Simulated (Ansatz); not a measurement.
Reaction (SMILES): C[SiH2] (CH3-SiH2) → C[SiH2-] (an electron is taken up)
B3LYP-D3(BJ)/def2-TZVP geometries, fixed; electronic energies without zero-point terms; positive where energy is released.
Largest species:
```xyz
7

C     -0.0008     0.0642    -1.2011
Si     0.0002     0.0478     0.6809
H      0.0023    -0.9574    -1.5919
H     -0.8865     0.5712    -1.5864
H      0.8811     0.5770    -1.5873
H     -1.2107    -0.6263     1.2208
H      1.2161    -0.6184     1.2195
```
Charge 0, spin multiplicity 2.

Basis-set convergence of the adiabatic electron affinity at PBE0 with Ansatz (a program for electronic structure). Cartesian d functions, on some or all atoms, in 6-31+G*, 6-31G**; all else is spherical. The program fits the integrals of some runs and decomposes those of others, by size. Open shells are unrestricted. No added dispersion term, no relativity. Functions are those of the species that has most. Reference: the value in aug-pcseg-3, 0.946 eV, itself unsure by roughly 0.009 eV (its mean distance from aug-cc-pV(Q+d)Z, def2-QZVPPD). Deviations are taken from unrounded values.

```
basis            functions  adiabatic electron affinity (eV)  minus reference (eV)
---------------  ---------  --------------------------------  --------------------
3-21G                   32                             0.711                -0.236
def2-SV(P)              42                             0.735                -0.211
6-31+G*                 52                             0.960                 0.014
pcseg-1                 57                             0.887                -0.060
6-31G**                 59                             0.682                -0.264
cc-pV(D+d)Z             62                             0.708                -0.239
def2-SVPD               84                             0.866                -0.081
def2-TZVP               98                             0.842                -0.104
aug-cc-pV(D+d)Z        100                             0.978                 0.032
pcseg-2                134                             0.910                -0.036
jun-cc-pV(T+d)Z        157                             0.951                 0.005
def2-TZVPPD            170                             0.908                -0.039
aug-pcseg-2            211                             0.954                 0.007
cc-pV(Q+d)Z            269                             0.890                -0.057
def2-QZVPP             277                             0.909                -0.038
pcseg-3                289                             0.934                -0.012
def2-QZVPPD            304                             0.932                -0.015
aug-cc-pV(Q+d)Z        399                             0.944                -0.003
```
